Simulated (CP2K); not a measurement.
**NH (imidogen) at UBLYP-D3(BJ)/DZVP-MOLOPT-SR-GTH (core potential)**

What is the vertical ionisation energy of NH (imidogen) at UBLYP-D3(BJ)/DZVP-MOLOPT-SR-GTH (core potential)? 

The calculation is run with CP2K 2026.2.

2 further runs of the same task are left out: 1 that didn't finish, 1 set aside as unsound or not needed.

## (1) The system as given

The species is NH (2 atoms), meant as a triplet with charge 0. SMILES: `[NH]`. The bond length is the measured one.

Bond lengths: N1–H2 1.036 Å.

## (2) A single-point energy at UBLYP-D3(BJ)/DZVP-MOLOPT-SR-GTH (core potential)

Contents of molecule.xyz:

```xyz
2

N      0.000000     0.000000     0.000000
H      0.000000     0.000000     1.036210
```

Contents of gas.inp:

```
&FORCE_EVAL
   METHOD QS
   &DFT
      BASIS_SET_FILE_NAME BASIS_MOLOPT
      POTENTIAL_FILE_NAME GTH_POTENTIALS
      MULTIPLICITY 3
      SPIN_POLARIZED T
      &QS
         METHOD GPW
         EPS_DEFAULT 1.0E-10
      &END QS
      # real-space grids
      &MGRID
         CUTOFF 400
         REL_CUTOFF 50
         NGRIDS 4
      &END MGRID
      # cluster boundary conditions
      &POISSON
         PERIODIC NONE
         POISSON_SOLVER WAVELET
      &END POISSON
      # self-consistent field
      &SCF
         SCF_GUESS ATOMIC
         EPS_SCF 1.0E-06
         MAX_SCF 40
         &OT
            MINIMIZER CG
            PRECONDITIONER FULL_ALL
         &END OT
         &OUTER_SCF
            EPS_SCF 1.0E-06
            MAX_SCF 5
         &END OUTER_SCF
      &END SCF
      &XC
         &XC_FUNCTIONAL BLYP
         &END XC_FUNCTIONAL
         &VDW_POTENTIAL
            POTENTIAL_TYPE PAIR_POTENTIAL
            &PAIR_POTENTIAL
               TYPE DFTD3(BJ)
               PARAMETER_FILE_NAME dftd3.dat
               REFERENCE_FUNCTIONAL BLYP
               R_CUTOFF 15
            &END PAIR_POTENTIAL
         &END VDW_POTENTIAL
      &END XC
      &PRINT
         &MOMENTS
            PERIODIC F
            REFERENCE COM
            MAX_MOMENT 1
         &END MOMENTS
         &MO_CUBES
            NLUMO 5
            NHOMO -1
            WRITE_CUBE F
         &END MO_CUBES
         &HIRSHFELD OFF
         &END HIRSHFELD
      &END PRINT
   &END DFT
   # atoms, cell and kinds
   &SUBSYS
      &CELL
         ABC 11 11 11
         PERIODIC NONE
      &END CELL
      &TOPOLOGY
         COORD_FILE_NAME molecule.xyz
         COORD_FILE_FORMAT XYZ
         &CENTER_COORDINATES
         &END CENTER_COORDINATES
      &END TOPOLOGY
      &KIND N
         BASIS_SET DZVP-MOLOPT-SR-GTH-q5
         POTENTIAL GTH-BLYP-q5
      &END KIND
      &KIND H
         BASIS_SET DZVP-MOLOPT-SR-GTH-q1
         POTENTIAL GTH-BLYP-q1
      &END KIND
   &END SUBSYS
&END FORCE_EVAL

&GLOBAL
   PROJECT_NAME gas
   RUN_TYPE ENERGY
   PRINT_LEVEL MEDIUM
&END GLOBAL
```

Started as:

```bash
$ OMP_NUM_THREADS=1 cp2k.psmp -i gas.inp -o gas.out
```

What it wrote:

```text
CP2K| version string:                                       CP2K version 2026.2
[...]
 GLOBAL| Method name                                                        CP2K
[...]
 GLOBAL| Run type                                                         ENERGY
[...]
 DFT| Spin unrestricted (spin-polarized) Kohn-Sham calculation               UKS
 DFT| Multiplicity                                                             3
[...]
 DFT| Charge                                                                   0
[...]
 FUNCTIONAL| BECKE88:
 FUNCTIONAL| LYP:
[...]
 QS| Method:                                                                 GPW
[...]
 QS| Density cutoff [a.u.]:                                                200.0
[...]
 QS| Relative density cutoff [a.u.]:                                        25.0
[...]
                             - Atoms:                                          2
[...]
                             - Spherical basis functions:                     18
[...]
 Number of electrons:                                                          4
[...]
     1 OT CG       0.15E+00    3.6     0.17973050       -10.0681744960 -1.01E+01
[...]
    14 OT CG       0.15E+00    3.3     0.00000097       -10.3978746517 -4.37E-11
  *** SCF run converged in    14 steps ***
[...]
  Overlap energy of the core charge distribution:               0.00000004041866
  Self energy of the core charge distribution:                -26.34187834543152
  Core Hamiltonian energy:                                      7.56491448449786
  Hartree energy:                                              11.15344873932456
  Exchange-correlation energy:                                 -2.77395440991598
  Dispersion energy:                                           -0.00040516060005
  Total energy:                                               -10.39787465170648
[...]
                     Mulliken Population Analysis
 #  Atom  Element  Kind  Atomic population (alpha,beta) Net charge  Spin moment
       1     N        1         3.552368     1.556740    -0.109108     1.995627
       2     H        2         0.447632     0.443260     0.109108     0.004373
 # Total charge and spin        4.000000     2.000000     0.000000     2.000000
[...]
  Dipole moment [Debye]
    X= -0.7628259E-06 Y= -0.2982827E-05 Z=  0.1574097E+01  Total=      1.5740972
[...]
 HOMO - LUMO gap [eV] :    4.496056
 ENERGY| Total FORCE_EVAL ( QS ) energy [hartree]            -10.397874651706479
[...]
```

Wall time 76 s (1 thread of Arm Neoverse V1, shared host); peak memory 1.2 GiB.

## (3) The doublet cation

molecule.xyz is that of step 2.

Contents of molecule.inp:

```
&GLOBAL
    PROJECT_NAME molecule
    RUN_TYPE ENERGY
    PRINT_LEVEL MEDIUM
&END GLOBAL

&FORCE_EVAL
    METHOD QUICKSTEP
    &DFT
        BASIS_SET_FILE_NAME BASIS_MOLOPT
        POTENTIAL_FILE_NAME GTH_POTENTIALS
        CHARGE 1
        MULTIPLICITY 2
        UKS T
        # Quickstep
        &QS
            METHOD GPW
            EPS_DEFAULT 1.0E-10
        &END QS
        &MGRID
            CUTOFF 400
            REL_CUTOFF 50
            NGRIDS 4
        &END MGRID
        # isolated system
        &POISSON
            PERIODIC NONE
            POISSON_SOLVER WAVELET
        &END POISSON
        &SCF
            SCF_GUESS ATOMIC
            EPS_SCF 1.0E-06
            MAX_SCF 40
            &OT
                MINIMIZER CG
                PRECONDITIONER FULL_SINGLE_INVERSE
                LINESEARCH 3PNT
            &END OT
            &OUTER_SCF
                EPS_SCF 1.0E-06
                MAX_SCF 10
            &END OUTER_SCF
        &END SCF
        &XC
            &XC_FUNCTIONAL BLYP
            &END XC_FUNCTIONAL
            &VDW_POTENTIAL
                POTENTIAL_TYPE PAIR_POTENTIAL
                &PAIR_POTENTIAL
                    TYPE DFTD3(BJ)
                    PARAMETER_FILE_NAME dftd3.dat
                    REFERENCE_FUNCTIONAL BLYP
                    R_CUTOFF 15
                &END PAIR_POTENTIAL
            &END VDW_POTENTIAL
        &END XC
        # extra output
        &PRINT
            &MOMENTS
                PERIODIC F
                REFERENCE COM
                MAX_MOMENT 1
            &END MOMENTS
            &MO_CUBES
                NLUMO 5
                NHOMO -1
                WRITE_CUBE F
            &END MO_CUBES
            &HIRSHFELD OFF
            &END HIRSHFELD
        &END PRINT
    &END DFT
    &SUBSYS
        &CELL
            ABC 11 11 11
            PERIODIC NONE
        &END CELL
        &TOPOLOGY
            COORD_FILE_NAME molecule.xyz
            COORD_FILE_FORMAT XYZ
            &CENTER_COORDINATES
            &END CENTER_COORDINATES
        &END TOPOLOGY
        &KIND N
            BASIS_SET DZVP-MOLOPT-SR-GTH-q5
            POTENTIAL GTH-BLYP-q5
        &END KIND
        &KIND H
            BASIS_SET DZVP-MOLOPT-SR-GTH-q1
            POTENTIAL GTH-BLYP-q1
        &END KIND
    &END SUBSYS
&END FORCE_EVAL
```

Started as:

```bash
$ OMP_NUM_THREADS=1 cp2k.psmp -i molecule.inp -o molecule.out
```

What it wrote:

```text
CP2K| version string:                                       CP2K version 2026.2
[...]
 GLOBAL| Method name                                                        CP2K
[...]
 GLOBAL| Run type                                                         ENERGY
[...]
 DFT| Spin unrestricted (spin-polarized) Kohn-Sham calculation               UKS
 DFT| Multiplicity                                                             2
[...]
 DFT| Charge                                                                   1
[...]
 FUNCTIONAL| BECKE88:
 FUNCTIONAL| LYP:
[...]
 QS| Method:                                                                 GPW
[...]
 QS| Density cutoff [a.u.]:                                                200.0
[...]
 QS| Relative density cutoff [a.u.]:                                        25.0
[...]
                             - Atoms:                                          2
[...]
                             - Spherical basis functions:                     18
[...]
 Number of electrons:                                                          3
[...]
     1 OT CG       0.64E-01    3.7     0.18869682        -9.5468726741 -9.55E+00
[...]
    35 OT CG       0.31E+00    3.7     0.00000061        -9.9057055109 -1.78E-11
  *** SCF run converged in    35 steps ***
[...]
  Overlap energy of the core charge distribution:               0.00000004041866
  Self energy of the core charge distribution:                -26.34187834543152
  Core Hamiltonian energy:                                      6.99022072211923
  Hartree energy:                                              11.84698561282099
  Exchange-correlation energy:                                 -2.40062838019586
  Dispersion energy:                                           -0.00040516060005
  Total energy:                                                -9.90570551086856
[...]
                     Mulliken Population Analysis
 #  Atom  Element  Kind  Atomic population (alpha,beta) Net charge  Spin moment
       1     N        1         2.637385     1.626542     0.736072     1.010843
       2     H        2         0.362615     0.373458     0.263928    -0.010843
 # Total charge and spin        3.000000     2.000000     1.000000     1.000000
[...]
  Dipole moment [Debye]
    X=  0.2467483E-01 Y= -0.2468782E-01 Z=  0.1912913E+01  Total=      1.9132315
[...]
 HOMO - LUMO gap [eV] :    3.694454
 ENERGY| Total FORCE_EVAL ( QS ) energy [hartree]             -9.905705510868559
[...]
```

Run time: 14 min. Hardware: 1 thread of Arm Neoverse V1, shared host; peak memory 1.2 GiB.

## (4) Summary of results

Level: UBLYP-D3(BJ)/DZVP-MOLOPT-SR-GTH (core potential).

| quantity | value |
| --- | --- |
| triplet NH: total energy | -10.39787 Eh |
| triplet NH: dipole moment | 1.57 D |
| triplet NH: HOMO energy (highest over α and β) | -7.72 eV |
| triplet NH: LUMO energy (lowest over α and β) | -3.95 eV |
| triplet NH: dispersion energy | -1.06 kJ/mol |
| triplet NH: ⟨S²⟩ | 2.004 |
| doublet cation: total energy | -9.90571 Eh |
| doublet cation: HOMO energy (highest over α and β) | -20.48 eV |
| doublet cation: LUMO energy (lowest over α and β) | -18.52 eV |
| doublet cation: dispersion energy | -1.06 kJ/mol |
| doublet cation: ⟨S²⟩ | 1.076 |
| vertical ionisation energy (to the doublet cation) | 13.393 eV |

The vertical ionisation energy comes to 13.39 eV (1292 kJ/mol). ⟨S²⟩ (doublet cation) is 1.08 where a pure doublet has 0.75: the reference is spin-contaminated.
